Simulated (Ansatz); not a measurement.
# BHS (triplet): the correlation ladder, cc-pVDZ

Aim: climb from Hartree-Fock through coupled cluster and multireference methods for BHS (triplet) at one geometry and basis, and see what each rung misses.

The runs use Ansatz 0.2.0, Gaussian basis; cc-pVDZ, core rule «outside noble gas», up to 6 orbitals frozen.

To be run: UHF; CCSD(T) on ROHF; CCSD(T) on UHF; BCCD(T) on ROHF; CISD; CCSDT(Q) on ROHF; CCSDT(Q) on UHF; CCSDTQ on ROHF; CCSDTQ on UHF; CASSCF and MRCISD+Q, 10 electrons in 9 orbitals; CASSCF and NEVPT2, 10 electrons in 9 orbitals.

11 further runs of the same task are left out: 5 for a known fault of the program, 6 set aside as unsound or not needed.

### 1 The geometry

The geometry is a PBE0/def2-TZVP stationary point (not a proven minimum).

3 atoms, charge 0, spin multiplicity 3.

Atoms are counted from 1 here; the program's logs count them from 0.

Bond lengths: B1–S2 1.769 Å, B1–H3 1.201 Å. Angles: S2–B1–H3 116.3°.

As a file:

| atom | x (Å) | y (Å) | z (Å) |
| --- | --- | --- | --- |
| B1 | 0.0000 | -0.1942 | 1.2660 |
| S2 | 0.0000 | 0.0402 | -0.4877 |
| H3 | 0.0000 | 0.8027 | 1.9354 |

### 2 UHF

File in.yaml:

```yaml
crystal:
  periodic: [false, false, false]
  atoms:
    - {symbol: B, position_ang: [0.000000, -0.194210, 1.266050]}
    - {symbol: S, position_ang: [0.000000, 0.040248, -0.487697]}
    - {symbol: H, position_ang: [0.000000, 0.802670, 1.935360]}
basis:
  gaussian: {orbitals: cc-pVDZ}
magnetization: {spin_polarized: true, initial_magnetization: 2}
hamiltonian: {xc: hf}
output: {orbitals: {seedname: orbitals}}
```

Launch:

```
$ ansatz run in.yaml --threads 1 --pin off --events-out ev --progress --plain --max-ram 2816MiB --backend cpu
```

Further steps of the session: CCSD(T) on ROHF; CCSD(T) on UHF; BCCD(T) on ROHF; CISD; CCSDT(Q) on ROHF; CCSDT(Q) on UHF; CCSDTQ on ROHF; CCSDTQ on UHF; CASSCF and MRCISD+Q, 10 electrons in 9 orbitals; CASSCF and NEVPT2, 10 electrons in 9 orbitals.

Q: Predict the results of all the runs planned. Wanted: UCCSDTQ below the RHF energy; RMP2 from UCCSDTQ; UMP2 from UCCSDTQ; RCCSD from UCCSDTQ; RCCSD(T) from UCCSDTQ; UCCSD(T) from UCCSDTQ; RCCSDT(Q) from UCCSDTQ; UCCSDT(Q) from UCCSDTQ; NEVPT2 valence from UCCSDTQ.

**Answer**, as computed:

```
                         quantity                                                            value
     UCCSDTQ below the RHF energy                                                       -5.6553 eV
                RMP2 from UCCSDTQ                                                  +23.73 kcal/mol
                UMP2 from UCCSDTQ                                                  +24.14 kcal/mol
               RCCSD from UCCSDTQ                                                   +5.00 kcal/mol
            RCCSD(T) from UCCSDTQ                                                   +1.19 kcal/mol
            UCCSD(T) from UCCSDTQ                                                   +1.21 kcal/mol
           RCCSDT(Q) from UCCSDTQ                                                   +0.04 kcal/mol
           UCCSDT(Q) from UCCSDTQ                                                    0.00 kcal/mol
      NEVPT2 valence from UCCSDTQ                                                  +23.24 kcal/mol
    MRCISD+Q valence from UCCSDTQ                                                   +0.79 kcal/mol
levels within 1 kcal/mol (43 meV)  RCCSDT, UCCSDT, RCCSDT(Q), UCCSDT(Q), RCCSDTQ, MRCISD+Q valence
                    T1 diagnostic                                                            0.024
   effectively unpaired electrons                                                             2.02
```

**Reading.** RCCSD(T) lands +1.19 kcal/mol from the yardstick (0.9 % of the correlation energy). One determinant dominates. Of the multireference levels listed MRCISD+Q valence comes nearest in total energy (+0.79 kcal/mol), which doesn't show that its space is the better one. These misses are within one basis, not against nature; the frozen cores of restricted and unrestricted runs differ, which can shift their rows.
